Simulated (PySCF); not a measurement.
**Ionising BO**

UHF-CCSD(T); B aug-pcseg-1, O aug-pcseg-1; no relativity (PySCF 2.14). Neutral (UHF): doublet (σ ↑), Re = 1.218 Å, ωe = 1867 cm⁻¹, De = 8.01 eV.

BO⁻ (RHF): singlet (closed shell), Re = 1.252 Å, ωe = 1684 cm⁻¹. The energies at the minima are -99.75911 hartree for BO and -99.84365 for BO⁻.

Q: Work out the adiabatic electron affinity, without and with harmonic zero-point energies (1 hartree = 27.2114 eV, 1 eV = 8065.5 cm⁻¹), and the change of the bond length.

A: At CCSD(T): 0.08454 hartree = 2.300 eV between the minima; the zero-point term (1867.0 − 1684.0)/2 cm⁻¹ = +0.011 eV makes it 2.312 eV. Re changes by +3.4 pm against the neutral. The electron enters a σ orbital, and the longer bond of the ion fits an antibonding orbital, or a change in how ionic the bond is.

Correlated steps freeze 2 core orbitals. Correlated levels converge slowly with the basis: in double zeta they bind strong bonds too weakly, by up to about 1 eV, and carry superposition errors of some tenths. The CCSD T1 diagnostic is raised in BO⁻, a sign that a single reference may not be enough there. States were picked by a PBE0 search and need not be the measured ground states.

Neutral and ion stand on different kinds of reference determinant, which adds to the error of the difference.
